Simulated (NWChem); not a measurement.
Species: ethylamine (C2H7N); SMILES CCN

```xyz
10

C      0.2599    -1.2361    -0.0315
C     -0.5555     0.0424     0.0220
N      0.3032     1.2074    -0.0817
H     -0.3865    -2.1265    -0.0048
H      0.8663    -1.2666    -0.9493
H      0.9499    -1.3026     0.8263
H     -1.1931     0.0241     0.9335
H     -1.2549     0.0585    -0.8317
H     -0.2493     2.0621    -0.0738
H      0.9183     1.2617     0.7291
```
Atoms are numbered in this order, from 1.

Computed with NWChem. Pople sets run with spherical d functions. Coordinates come from a PBE0/def2-SVP optimisation. B3LYP is NWChem's, with the RPA form of VWN correlation. Vertical excitations in the gas phase; the lowest state need not have the same character in each row.

Question: Order these by “lowest excitation, singlet (eV)”, lowest first: Hartree-Fock/6-31G*, TDHF; B3LYP/6-31G*, full TDDFT; PBE/6-31G*, full TDDFT; BHandHLYP/6-31G*, full TDDFT.

Answer: PBE/6-31G*, full TDDFT (6.71), B3LYP/6-31G*, full TDDFT (7.15), BHandHLYP/6-31G*, full TDDFT (7.82), Hartree-Fock/6-31G*, TDHF (8.80)
